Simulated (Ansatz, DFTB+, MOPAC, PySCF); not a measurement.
Species: ethanethiol, C2H6S (charge 0, singlet). SMILES: CCS
Geometry: optimised at B3LYP-D3(BJ)/def2-TZVP (Ansatz, an electronic-structure program).

Wanted: size of the dipole moment, in D. Set-up: no dispersion term unless named; LANL2DZ with its own core potentials from Na on; SCC-DFTB with the Slater-Koster set that CP2K ships; 6-31G* and kin with 6d, 5d where marked; non-relativistic; 6-311+G** with 5d, 6d on Na to Ar in Ansatz; spin-orbit terms left out. Ab initio and DFT and DFTB rows: single points at B3LYP-D3(BJ) geometries (Ansatz). Semi-empirical rows: dipoles at the shared geometry.

Measured values: NIST CCCBDB, as tabulated in the package chemicals; dipoles are vibrational averages and may belong to another conformer or a mix. 

Value to compare with, the measured value: 1.52 D.

| level | program | size of the dipole moment (D) | error |
|---|---|---|---|
| MNDO | MOPAC | 1.54 | 0.02 |
| SCC-DFTB | DFTB+ | 1.20 | -0.32 |
| PBE/6-31G* | Ansatz | 1.83 | 0.31 |
| B3LYP/LANL2DZ | Ansatz | 1.94 | 0.42 |
| B3LYP/6-31+G* | Ansatz | 1.84 | 0.32 |
| B3LYP/cc-pVDZ | Ansatz | 1.58 | 0.06 |
| B3LYP/6-311+G** | Ansatz | 1.76 | 0.24 |
| M06-2X/6-311+G** | PySCF | 1.79 | 0.27 |
| B3PW91/6-31G* (5d) | PySCF | 1.84 | 0.32 |

Among the 9 habitual levels, B3LYP/LANL2DZ lies farthest from the measured value (0.42 D); 8 of 9 lie above it, and their mean absolute error is 0.25 D, the median 0.31. One case shows no general order.

The levels are drawn from those run, B3LYP/6-31G* more often than the rest, none by its result; runs whose electronic state is in doubt are left out.
